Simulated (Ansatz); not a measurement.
fcc Ir, treated with PBE-D4 (Ansatz, a quantum-chemistry and plane-wave program, PAW).

Run with plane-wave cutoff 520 eV, 24×24×24 k mesh, Fermi–Dirac smearing 0.05 eV, no spin polarisation, scalar-relativistic PAW data made under PBE.

Pressure at four volumes; x = ln(V/14.132 Å³). One pressure is withheld.

| V (Å³/atom) | x | P (GPa) |
|---|---|---|
| 13.284 | -0.0619 | 27.37 |
| 14.132 | 0.0000 | -0.01 |
| 14.697 | 0.0392 | -13.44 |
| 14.980 | 0.0583 | ? |

Question: Pass a parabola P(x) through the three rows shown, estimate the bulk modulus and its pressure derivative near zero pressure, and predict the withheld pressure.

Answer: Slopes between the rows: (-0.01 − (27.37))/(0.0000 − (-0.0619)) = -442.33 and (-13.44 − (-0.01))/(0.0392 − (0.0000)) = -342.60 GPa. Their difference over the span 0.1011 is c = 99.73/0.1011 = 986.4 GPa, so P(x) = 27.37 + (-442.33)(x − (-0.0619)) + 986.4 (x − (-0.0619))(x − (0.0000)). At the middle row B = −dP/dx = −[-442.33 + 986.4 × 0.0619] = 381.3 GPa, and B′ = dB/dP = 2c/B = 5.2. At x = 0.0583 the parabola gives -18.89 GPa; the run gives -19.01 GPa. The Birch–Murnaghan fit to the energies at all volumes has B0 = 378 GPa and B′ = 5.1.

Measured, for comparison: bulk modulus 365 GPa (corrected for temperature and zero-point phonon effects; as tabulated in Levämäki et al. (2014), arXiv:1402.3671). Computed (rounded) less measured: bulk modulus +4 %.

Spin–orbit coupling is not included.
